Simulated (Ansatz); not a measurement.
Input for Ansatz (development build ahead of 0.2.0):

```yaml
crystal:
  periodic: [false, false, false]
  atoms:
    - { symbol: H, position_ang: [-0.0398, 0.0, 0.0441] }
    - { symbol: F, position_ang: [-0.0493, 0.0, 1.2826] }
    - { symbol: C, position_ang: [-0.0615, 0.0, 2.9512] }
    - { symbol: H, position_ang: [0.9905, 0.0, 3.1943] }
    - { symbol: H, position_ang: [-0.5901, 0.9124, 3.1835] }
    - { symbol: H, position_ang: [-0.5901, -0.9124, 3.1835] }
basis:
  gaussian: { orbitals: pcseg-2 }
magnetization:
  spin_polarized: true
  initial_magnetization: 1
hamiltonian:
  xc: { name: wB97X }
```

The input is written out in the form of the current development build from the run's settings.

Results

```yaml
Converged: yes
Total_energy: -140.21698 hartree
Spin_squared_of_the_determinant: 0.768
Stability_test: minimum
```
